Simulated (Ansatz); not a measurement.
# SiP2 (triplet): from Hartree-Fock to the top rungs, def2-TZVPP

One table from this session's results is given with a row withheld; the runs are named, their logs left out.

The runs use Ansatz 0.2.0, Gaussian basis; def2-TZVPP, core rule «outside noble gas», up to 15 orbitals frozen.

Plan: UHF; ROHF; CCSD(T) on UHF.

2 further runs of the same task are left out: 2 set aside as unsound or not needed.

**What is computed**

The geometry is a PBE0/def2-TZVP stationary point (not a proven minimum) of the parent state, kept for this charge and spin.

3 atoms, charge 0, spin multiplicity 3.

Atoms are counted from 1 here; the program's logs count them from 0.

Bond lengths: P1–P2 2.051 Å, P1–Si3 2.217 Å, P2–Si3 2.217 Å. Angles: P2–P1–Si3 62.5°, P1–P2–Si3 62.5°, P1–Si3–P2 55.1°.

Geometry (Å):

```xyz
3
P2Si
P     0.0000   -1.0253    0.6131
P     0.0000    1.0253    0.6131
Si    0.0000    0.0000   -1.3524
```

The first run:

Input file in.yaml:

```yaml
crystal:
  periodic: [false, false, false]
  atoms:
    - {symbol: P, position_ang: [0.000000, -1.025294, 0.613145]}
    - {symbol: P, position_ang: [0.000000, 1.025294, 0.613145]}
    - {symbol: Si, position_ang: [0.000000, 0.000000, -1.352400]}
basis:
  gaussian: {orbitals: def2-TZVPP}
magnetization: {spin_polarized: true, initial_magnetization: 2}
hamiltonian: {xc: hf}
output: {orbitals: {seedname: orbitals}}
```

On the command line:

```sh
$ ansatz run in.yaml --threads 1 --pin off --events-out ev --progress --plain --max-ram 2560MiB --backend cpu
```

Steps of the session up to this table: UHF; ROHF; CCSD(T) on UHF.

One table of the session follows, with a row left open; its other results are not shown here.

| method | from UCCSD(T) (meV) |
| --- | --- |
| ROHF | ? |
| UHF | +11197.8 |
| UMP2 | +1655.3 |
| UCCSD | +746.9 |
| UCCSD(T) | 0 |

Estimate the missing values for ROHF.

As computed: from UCCSD(T) (meV): +11628.9. In the column «from UCCSD(T) (meV)» it is the highest.
